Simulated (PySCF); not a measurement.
## Neon: a sound run and one with changed settings

Sound run: Ne [Ne], Ne+ [He] 2s2 2p5. Computed with PySCF 2.14 in cc-pVDZ (3s2p1d, 14 functions), with no relativity, point nucleus. In the sound run the correlated levels freeze 1s2. The sound run starts from symmetry-adapted Hartree-Fock orbitals and uses a fine grid where one is needed.

Changed run: initial guess minao, at most 5 SCF cycles. This setting is unsound on purpose.

| species | method | sound run (hartree) | changed run (hartree) | converged |
| --- | --- | --- | --- | --- |
| Ne | UHF | -128.48878 | -128.48878 | yes |
| Ne | TPSS | -128.91094 | -128.91094 | yes |
| Ne | r2SCAN | -128.86676 | -128.86676 | yes |
| Ne | MP2 | -128.67430 | -128.67430 | yes |
| Ne | CCSD(T) | -128.67884 | -128.67884 | yes |
| Ne+ | UHF | -127.76598 | -127.76598 | no |
| Ne+ | TPSS | -128.13611 | -128.13611 | no |
| Ne+ | r2SCAN | -128.08614 | -128.08614 | no |

The SCF was stopped early; the energies are upper bounds that still move, and correlated levels were skipped or rest on poor orbitals.
